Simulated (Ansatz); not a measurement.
`FC1(Cl)COC1` → 3 C• + Cl• + F• + 4 H• + O•  (atomization)

Program: Ansatz. Geometries: PBE0-D4/def2-TZVP. ΔE: electronic, gas phase. CCSD(T)/CBS is the MP2 limit (def2-TZVPP, def2-QZVPP) plus CCSD(T) − MP2 in def2-TZVPP, frozen cores. This one scheme is used for every species, atoms too. DFT in def2-TZVPP. B3LYP here is the variant with VWN-RPA as its local correlation; programs differ in this. No spin–orbit coupling; open shells (•) take unrestricted orbitals. Spin–orbit coupling would lower the free atoms: a little for C, Cl, F, O.

`FC1(Cl)COC1`:

```xyz
10

F    -0.624   -1.617   -0.703
C     0.189   -0.665   -0.184
Cl    1.812   -1.343   -0.035
C     0.086    0.697   -0.864
O    -0.390    1.289    0.351
C    -0.365    0.039    1.051
H    -0.661    0.717   -1.663
H     1.027    1.134   -1.202
H    -1.365   -0.310    1.325
H     0.291    0.059    1.923
```

Question: What is ΔE at CCSD(T)/CBS? (An estimate is asked.)

Answer: Ansatz gave: +3918.5 kJ/mol.

Question: What do these levels give: PBE-D4, PBE0-D4, B3LYP-D4, ωB97X-V, ωB97M-V, B3LYP, SCS-MP2/def2-TZVPP, CCSD/def2-TZVPP, CCSD(T)/def2-TZVPP, MP2/def2-QZVPP, HF/CBS(def2), CCSD/CBS(def2)? (Estimate.)

Answer: Computed: PBE-D4 4084.9, PBE0-D4 3970.4, B3LYP-D4 3902.8, ωB97X-V 3943.8, ωB97M-V 3945.4, B3LYP 3868.5, SCS-MP2/def2-TZVPP 3868.7, CCSD/def2-TZVPP 3729.6, CCSD(T)/def2-TZVPP 3809.5, MP2/def2-QZVPP 3996.6, HF/CBS(def2) 2717.8, CCSD/CBS(def2) 3838.6 kJ/mol.

Largest T1 diagnostic among the species: 0.011.

From PBE to PBE0 (25 % exact exchange), in def2-TZVPP and without D4, ΔE moves by −111.0 kJ/mol: exact exchange takes away binding that semilocal exchange gives to molecules. The D4 term adds +34.3 kJ/mol with B3LYP and +17.8 kJ/mol with PBE0; it sums over pairs of atoms, weighted by their polarisabilities, and B3LYP, whose exchange is more repulsive, gets the larger term. In def2-TZVPP, CCSD(T) changes the Hartree–Fock value by +1096.3 kJ/mol (the triples alone add +79.9 kJ/mol) and MP2 by +1219.5 kJ/mol; breaking electron pairs costs correlation energy, which Hartree–Fock lacks.

For atomizations the MP2-based limit and the directly extrapolated one differ by several kJ/mol either way, and by 10 to 25 for some Ge, Se and Sn compounds, so smaller differences from it don't rank the levels.
